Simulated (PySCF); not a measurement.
# Orbital picture of OH⁺

HSE06 at R = 1.038 Å; PySCF, no relativity, basis sets H def2-SVPD, O def2-SVPD. State: ³Σ⁻ (triplet), unpaired electrons π ↑↑. Only the outer orbitals are listed, counted within each symmetry.

| spin | orbital | occ. | ε (eV) | on H (%) | main shells (%) |
| --- | --- | --- | --- | --- | --- |
| α | 2σ | 1 | -42.48 | 6 | 92 O s |
| α | 3σ | 1 | -26.58 | 18 | 75 O p, 16 H s |
| α | 1π | 1 | -25.96 | 0 | 100 O p |
| α | 1π | 1 | -25.96 | 0 | 100 O p |
| α | 4σ | 0 | -8.71 | 70 | 63 H s, 16 O s, 12 O p |
| β | 2σ | 1 | -37.85 | 12 | 85 O s, 11 H s |
| β | 3σ | 1 | -25.03 | 19 | 69 O p, 18 H s, 12 O s |
| β | 1π | 0 | -17.18 | 1 | 99 O p |
| β | 1π | 0 | -17.18 | 1 | 99 O p |
| β | 4σ | 0 | -8.18 | 66 | 55 H s, 18 O s, 14 O p |

Q: Which are the highest filled and the lowest empty level, where do they sit, and how wide is the gap?

A: Highest filled β 3σ at -25.03 eV (in %: 69 O p, 18 H s, 12 O s); lowest empty β 1π at -17.18 eV (in %: 99 O p); the gap at HSE06 is 7.85 eV.

- bond order (Mayer): 0.74
- ⟨S²⟩: 2.005
- charge on H (Mulliken, basis-dependent): 0.46
- charge on H (Löwdin, basis-dependent): 0.17
- dipole moment (positive dipole points towards O; it is taken about the centre of mass and depends on that origin): -2.32 D

The state was picked by a PBE0 search and need not be the measured ground state.
